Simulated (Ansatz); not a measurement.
Input for Ansatz (development build ahead of 0.2.0):

```yaml
crystal:
  periodic: [false, false, false]
  atoms:
    - { symbol: Mg, position_ang: [0.0, 0.0, 0.0] }
    - { symbol: S, position_ang: [1.59018, 2.12024, 4.59046] }
basis:
  gaussian: { orbitals: STO-3G }
hamiltonian:
  xc: hf
correlation:
  method: fci
  frozen_orbitals: { Mg: 1, S: 5 }
```

The input is written out in the form of the current development build from the run's settings.

Results

- Converged: yes
- Total energy: -590.12618 hartree
- State: lowest singlet root, of any spatial symmetry

Caution: another spin multiplicity may lie lower.
